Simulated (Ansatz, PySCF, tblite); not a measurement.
Potential energy curve for C₂H₂O, SMILES C=C=O, singlet. The C1–C4 bond (C1 also carries H, H; C4 carries O) is pulled apart rigidly from the PBE0/def2-TZVP optimised geometry.

Computed with: RKS-PBE = restricted PBE/def2-TZVP (Ansatz, a quantum-chemistry and plane-wave program); GFN2-xTB, 300 K electronic temperature (tblite); RHF/def2-TZVP, density fitting (PySCF); RKS-PBE0 = restricted PBE0/def2-TZVP (PySCF).

Energies are in kJ/mol, each relative to the lowest point of its own curve near equilibrium.

| R / Å | RKS-PBE | GFN2-xTB | RHF | RKS-PBE0 |
|---|---|---|---|---|
| 0.98 | 664.1 | 661.8 | 648.3 | 649.0 |
| 1.04 | 390.5 | 373.7 | 373.5 | 377.2 |
| 1.11 | 186.4 | 164.9 | 171.1 | 176.0 |
| 1.17 | 82.5 | 63.7 | 70.4 | 75.0 |
| 1.23 | 25.4 | 13.2 | 17.8 | 20.9 |
| 1.25 | 14.4 | 4.9 | 8.5 | 11.0 |
| 1.31 | 0.0 | 0.0 | 0.0 | 0.0 |
| 1.34 | 1.3 | 6.5 | 4.5 | 3.1 |
| 1.39 | 13.1 | 27.1 | ? | 17.8 |
| 1.45 | 39.0 | 63.7 | 54.4 | ? |
| 1.50 | 67.5 | 101.1 | 88.4 | ? |
| 1.62 | 149.9 | 203.7 | 182.1 | 167.9 |
| 1.78 | 268.1 | 345.8 | 306.9 | 293.7 |
| 1.98 | 402.3 | 502.3 | 429.0 | 433.3 |
| 2.16 | 499.7 | 610.3 | 500.1 | 530.5 |
| 2.34 | — | — | 543.6 | 600.1 |
| 2.61 | — | — | ? | 663.7 |
| 2.91 | — | — | 596.1 | 698.6 |
| 3.22 | — | — | 604.1 | 714.9 |
| 3.53 | — | — | ? | 722.3 |
| 3.91 | — | — | 609.8 | ? |

Task: Fill in the missing entries.

Result: 
- 1.39, RHF: 21.7
- 1.45, RKS-PBE0: 47.3
- 1.50, RKS-PBE0: 78.7
- 2.61, RHF: 578.5
- 3.53, RHF: 607.7
- 3.91, RKS-PBE0: 726.3

Dashes: no converged value, or the column stops at the first point that the program doubted or that broke a chosen test of continuity, which isn't proof of a fault.

The restricted form behind RKS-PBE, RHF, RKS-PBE0 keeps the bonding electrons paired and can't separate into open-shell fragments.
